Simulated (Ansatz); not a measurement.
# doublet CHFO+ at 6 levels

We compute a comparison of 6 runs (UHF/STO-3G, U-r2SCAN0/STO-3G, UCAM-B3LYP/STO-3G, UHSE06/STO-3G, UCCSDTQ/STO-3G, UCCSD(T)/STO-3G) of doublet CHFO+. 

The results are computed with Ansatz 0.2.0.

73 further runs of the same task are left out: 73 set aside as unsound or not needed.

## 1. Starting point

The species is CHFO+ (4 atoms), meant as a doublet with charge +1. As SMILES of the parent species, `O=CF`. The shape is that of a GFN2-xTB optimisation. That shape belongs to the parent species and isn't relaxed for this state.

Bond lengths: O1–C2 1.171 Å, C2–F3 1.341 Å, C2–H4 1.098 Å. Angles: O1–C2–F3 122.3°, O1–C2–H4 129.0°, F3–C2–H4 108.7°.

## 2. A single-point energy at UHF/STO-3G (run 1)

input.yaml

```yaml
crystal:
  periodic: [false, false, false]
  atoms:
    - {symbol: O, position_ang: [-0.889680, 0.196020, 0.829980]}
    - {symbol: C, position_ang: [-0.049740, 0.073340, 0.022930]}
    - {symbol: F, position_ang: [0.584370, -1.090860, -0.181350]}
    - {symbol: H, position_ang: [0.355050, 0.821510, -0.671560]}
basis:
  gaussian:
    orbitals: STO-3G
total_charge: 1
magnetization:
  spin_polarized: true
  initial_magnetization: 1
hamiltonian:
  xc: hf
accuracy: high
```

Command:

```sh
$ ansatz run input.yaml --threads 1 --pin off --max-ram 2610MiB --events-out events.jsonl --progress --plain --runs-dir runs
```

The log of the run:

```text
Warning: RAYON_NUM_THREADS=1 ignored (pool sized by the plan → 1); use --threads N
Functional definition: HF
  name "HF"
  exchange = exact_x
  correlation = 0
273 factors; integrals over basis functions are off by at most 3.4e-8 eV
mean field evaluation 1: about -5695.9351 eV, gradient 2.6e1 eV
mean field evaluation 2: about -5696.0127 eV, gradient 2.6e1 eV
mean field evaluation 4: about -5700.9956 eV, gradient 2.9e0 eV
mean field evaluation 8: about -5701.2413 eV, gradient 1.9e-1 eV
mean field evaluation 16: about -5701.2378 eV, gradient 2.9e-8 eV
mean field evaluation 32: about -5699.4714 eV, gradient 2.0e0 eV
mean field -5701.23782006 eV, -209.5166254494 hartree, gradient 2.9e-8 eV, S^2 0.796619; 0 other end points of the search recorded, 0 dependent functions left out
reference -5701.23782006 eV, -209.5166254494 hartree; 12, 11 occupied and 4, 5 virtual orbitals, 273 factors
Total energy: -5701.23782006 eV, -209.5166254494 hartree
```

Wall time 0.12 s (1 thread of Arm Neoverse V1, shared host).

## 3. A single-point energy at U-r2SCAN0/STO-3G (run 2)

molecule.yaml

```yaml
crystal:
  periodic: [false, false, false]
  atoms:
    - {symbol: O, position_ang: [-0.889680, 0.196020, 0.829980]}
    - {symbol: C, position_ang: [-0.049740, 0.073340, 0.022930]}
    - {symbol: F, position_ang: [0.584370, -1.090860, -0.181350]}
    - {symbol: H, position_ang: [0.355050, 0.821510, -0.671560]}
basis:
  gaussian:
    orbitals: STO-3G
total_charge: 1
magnetization:
  spin_polarized: true
  initial_magnetization: 1
hamiltonian:
  xc: {name: r2SCAN0}
accuracy: high
```

Command:

```sh
$ ansatz run molecule.yaml --threads 1 --pin off --max-ram 2610MiB --events-out events.jsonl --progress --plain --runs-dir runs
```

The log of the run:

```text
Warning: RAYON_NUM_THREADS=1 ignored (pool sized by the plan → 1); use --threads N
Functional definition: r2SCAN0
  name "r2SCAN0"
  parameter a = 0.25
  parameter k0 = 0.174
  parameter k1 = 0.065
  parameter a1 = 4.9479
  exchange = (1 - a)*r2scan_x(k0 = k0, k1 = k1, a1 = a1) + a*exact_x
  correlation = r2scan_c
273 factors; integrals over basis functions are off by at most 3.4e-8 eV
mean field evaluation 1: about -5720.2831 eV, gradient 2.1e1 eV
mean field evaluation 2: about -5718.9923 eV, gradient 2.8e1 eV
mean field evaluation 4: about -5723.2821 eV, gradient 1.9e0 eV
mean field evaluation 8: about -5723.3139 eV, gradient 7.5e-2 eV
mean field evaluation 16: about -5723.3141 eV, gradient 1.3e-4 eV
mean field evaluation 32: about -5723.0424 eV, gradient 1.7e0 eV
mean field -5723.31408893 eV, -210.3279133666 hartree, gradient 4.6e-8 eV, S^2 0.762905; 2 other end points of the search recorded, 0 dependent functions left out
reference -5723.31408922 eV, -210.3279133773 hartree; 12, 11 occupied and 4, 5 virtual orbitals, 273 factors
Total energy: -5723.31408922 eV, -210.3279133773 hartree
```

Wall time 4.5 s (1 thread of Arm Neoverse V1, shared host); peak memory 0.19 GiB.

Run 3 isn't shown in full; the table further down has it.

## 4. A single-point energy at UHSE06/STO-3G (run 4)

Changes to molecule.yaml since step 3:

```diff
@@ -15,3 +15,3 @@
 hamiltonian:
-  xc: {name: r2SCAN0}
+  xc: {name: HSE06}
 accuracy: high
```

Command:

```sh
$ ansatz run molecule.yaml --threads 1 --pin off --max-ram 2610MiB --events-out events.jsonl --progress --plain --runs-dir runs
```

The log of the run:

```text
Warning: RAYON_NUM_THREADS=1 ignored (pool sized by the plan → 1); use --threads N
Functional definition: HSE06
  name "HSE06"
  parameter a = 0.25
  parameter omega = 0.11/bohr
  exchange = pbe_x - a*pbe_x_sr(omega) + a*exact_x_sr(omega)
  correlation = pbe_c
273 factors; integrals over basis functions are off by at most 3.4e-8 eV
44 factors; integrals over basis functions are off by at most 2.8e-10 eV
mean field evaluation 1: about -5717.5109 eV, gradient 2.0e1 eV
mean field evaluation 2: about -5714.5709 eV, gradient 3.2e1 eV
mean field evaluation 4: about -5720.2114 eV, gradient 2.0e0 eV
mean field evaluation 8: about -5720.2381 eV, gradient 5.7e-2 eV
mean field evaluation 16: about -5720.2383 eV, gradient 6.6e-6 eV
mean field -5720.23826360 eV, -210.2148788705 hartree, gradient 1.0e-8 eV, S^2 0.758899; 2 other end points of the search recorded, 0 dependent functions left out
reference -5720.23826471 eV, -210.2148789113 hartree; 12, 11 occupied and 4, 5 virtual orbitals, 273 factors
Total energy: -5720.23826471 eV, -210.2148789113 hartree
```

Wall time 2.2 s (1 thread of Arm Neoverse V1, shared host); peak memory 0.11 GiB.

Run 5 isn't shown in full; the table further down has it.

## 5. A single-point energy at UCCSD(T)/STO-3G (run 6)

job.yaml

```yaml
crystal:
  periodic: [false, false, false]
  atoms:
    - {symbol: O, position_ang: [-0.889680, 0.196020, 0.829980]}
    - {symbol: C, position_ang: [-0.049740, 0.073340, 0.022930]}
    - {symbol: F, position_ang: [0.584370, -1.090860, -0.181350]}
    - {symbol: H, position_ang: [0.355050, 0.821510, -0.671560]}
basis:
  gaussian:
    orbitals: STO-3G
total_charge: 1
magnetization:
  spin_polarized: true
  initial_magnetization: 1
correlation:
  method: ccsd_t
  frozen_orbitals: {C: 1, F: 1, H: 0, O: 1}
accuracy: high
scf:
  omitted_lower_state_checks: [cluster_reference, increment]
```

Command:

```sh
$ ansatz run job.yaml --threads 1 --pin off --max-ram 2610MiB --events-out events.jsonl --progress --plain --runs-dir runs
```

The log of the run (excerpt; [...] marks lines left out):

```text
Warning: RAYON_NUM_THREADS=1 ignored (pool sized by the plan → 1); use --threads N
Functional definition: HF
  name "HF"
[...]
273 factors; integrals over basis functions are off by at most 3.4e-8 eV
[...]
mean field -5701.23782006 eV, -209.5166254494 hartree, gradient 2.9e-8 eV, S^2 0.796619; 3 other end points of the search recorded, 0 dependent functions left out
3 core orbitals not correlated: weight in the atoms' cores, before any rotation towards them, 1.000 or more for the frozen orbitals, at most 0.000 for the correlated occupied ones
reference -5701.23782006 eV, -209.5166254494 hartree; 9, 8 occupied and 4, 5 virtual orbitals, 273 factors
second order -3.07635769 eV of doubles, -0.00000000 eV of singles
cycle   1  -3.41734105 eV  change   -3.4e-1 eV  update   9.6e-2
[...]
cycle  29  -3.91342348 eV  change    1.8e-9 eV  update   1.3e-9
perturbative correction -0.18524798 eV, -0.0068077378 hartree
Total energy: -5705.33649152 eV, -209.6672488474 hartree
Checks for a lower state left out: cluster_reference, increment
```

It took 0.4 s on 1 thread of Arm Neoverse V1, shared host.

## 6. The series

```csv
run,level,frozen core orbitals,energy (Eh),⟨S²⟩,wall time
1,UHF/STO-3G,–,-209.516625,0.797,0.12 s
2,U-r2SCAN0/STO-3G,–,-210.327913,0.763,4.5 s
3,UCAM-B3LYP/STO-3G,–,-210.312378,0.759,2.1 s
4,UHSE06/STO-3G,–,-210.214879,0.759,2.2 s
5,UCCSDTQ/STO-3G,3,-209.668927,0.797,92 s
6,UCCSD(T)/STO-3G,3,-209.667249,0.797,0.4 s
```

## 7. Summary of results

| quantity | value |
| --- | --- |
| run 6: total energy | -209.66725 Eh |
| run 6: correlation energy (3 core orbitals frozen) | -150.6 mEh |
| run 6: (T) correction | -6.81 mEh |
| run 6: ⟨S²⟩ of the reference determinant | 0.797 |
| run 6: T1 diagnostic | 0.030 |

**Reading.** Below the UHF energy at the same shape and in the same basis (STO-3G): UCCSDTQ -152.3 mEh; UCCSD(T) -150.6 mEh. Totals of different functionals can't be ranked against each other. In runs 1, 2, 3, 4, 5, 6 the basis is minimal, so the values are rough. All runs together took 1.7 min, the longest 92 s.
